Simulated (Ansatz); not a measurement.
Ideal-gas functions of `FC#CF` at 600 K and 1 bar, from an Ansatz frequency run at PBE0-D4/def2-TZVP.

Molar mass 62.02 g/mol, point group D∞h (symmetry number 2), electronic degeneracy 1, moments of inertia 141.21 u Å². Harmonic wavenumbers (cm⁻¹, unscaled): 291, 291, 334, 334, 816, 1403, 2580.

Use S(trans) = R[1.5 ln M + 2.5 ln T − 1.1517]; rotational temperatures θ = 24.2544 K / I; S(rot) = R[ln(T/σθ) + 1]; for each mode x = 1.438777 ν̃/T, S = R[x/(eˣ − 1) − ln(1 − e⁻ˣ)] and H = RT x/(eˣ − 1); 1 cm⁻¹ = 0.0119627 kJ/mol; R = 8.31446 J/(mol·K).

Question: By hand: the entropy, in J/(mol·K).

Answer: Translation 174.9. Rotation: θ = 0.1718 K, giving 70.4. Vibration, mode by mode: 11.47, 11.47, 10.38, 10.38, 3.94, 1.29, 0.12, in all 49.1. Electronic 0.0. Sum 294.4 J/(mol·K).

Question: By hand: H − E and G − E in kJ/mol, counted from the electronic energy.

Answer: Zero-point energy ½ × 6049 × 0.0119627 = 36.2; thermal vibration 15.7; translation, rotation and pV give 3.5 RT = 17.5. H − E = 69.4 kJ/mol, and G − E = 69.4 − 600 × 294.4/1000 = -107.2 kJ/mol.

Vibration gives 17 % of the entropy.
